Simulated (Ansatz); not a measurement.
## HSi–NH₂⁺, doublet: the ladder up to UCCSDT(Q)

Geometry: that of the HSi–NH2, singlet, kept fixed.

| atom | x (Å) | y (Å) | z (Å) |
| --- | --- | --- | --- |
| Si | 0.0000 | -0.0811 | 0.6246 |
| N | 0.0000 | 0.0494 | -1.0775 |
| H | 0.0000 | 1.4343 | 0.8505 |
| H | 0.0000 | 0.9052 | -1.6101 |
| H | 0.0000 | -0.7657 | -1.6709 |

Basis cc-pVDZ; Ansatz 0.2.0. Only valence electrons are correlated (noble-gas cores frozen), which leaves 11 electrons in 41 orbitals. Prefix R: restricted or restricted open-shell reference; prefix U: unrestricted. Active spaces: valence = (11e, 11o) chosen from the atoms' valence shells.

Full CI isn't at hand for all of this; UCCSDT(Q) serves as the reference, and is uncertain by about the last step of the cluster series. The frozen core follows each run's orbitals, which can shift R against U totals by a few meV.

For open shells CISD is restricted-active-space CI with the open shells as a complete middle space.

```
UHF ⟨S²⟩                          : 0.775
T1 diagnostic (RCCSD)             : 0.0316
largest doubles amplitude (RCCSD) : 0.081
T1 diagnostic (UCCSD)             : 0.0243
```

Problem. From what is known of these methods and the diagnostics, rank them by the size of their error in total energy against UCCSDT(Q) in cc-pVDZ, smallest first (an estimate: the text doesn't fix the numbers).
A. UCCSD(T)
B. RHF
C. CISD
D. UMP2
E. MRCISD+Q (valence space)

Solution. A (4.7 kJ/mol), E (6.5 kJ/mol), C (80.9 kJ/mol), D (91.7 kJ/mol), B (727.7 kJ/mol).

All errors are against UCCSDT(Q) in cc-pVDZ. Within each family the higher level lies nearer, as is usual though not guaranteed.

Natural occupations of CASSCF (valence space) about the gap: 1.978 1.977 1.964 1.958 1.004 0.041 0.029 0.024 0.021 0.020; effectively unpaired electrons, Σ n²(2−n)², 1.03.
